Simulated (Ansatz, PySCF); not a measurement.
Molecule: NO2, net charge -1, singlet state. 
Geometry from a B3LYP-D3(BJ)/def2-TZVP (Ansatz, a quantum-chemistry and plane-wave program) optimisation:
```xyz
3

O      1.0698    -0.1878     0.0550
N     -0.0066     0.4611     0.0102
O     -1.0640    -0.2157    -0.0639
```
Charge -1, spin multiplicity 1.

Total electronic energies in hartree. Correlated levels leave the core frozen unless marked. No spin-orbit coupling. No relativistic terms. Basis-set limits of correlation are two-point, X^-3; Hartree-Fock from the larger set.

```csv
level,program,energy (Eh)
TPSS-D3(BJ)/def2-TZVPD,PySCF + dftd3,-205.27900
PW6B95-D4/def2-TZVPD,PySCF + dftd4,-205.47227
M06-2X/def2-TZVPD,PySCF,-205.16106
MN15/def2-TZVPD,PySCF,-205.03604
CAM-B3LYP-D3(BJ)/def2-TZVPD,Ansatz + dftd3,-205.18244
B2PLYP/def2-TZVPD,Ansatz,-205.11926
MP2/STO-3G,Ansatz,-201.31127
CCSD/6-31G,Ansatz,-204.33456
"CCSD(T)/CBS(aug-cc-pVTZ,aug-cc-pVQZ)",Ansatz,-204.9814
```

Totals of different functionals don't rank their quality; only differences between species are comparable.
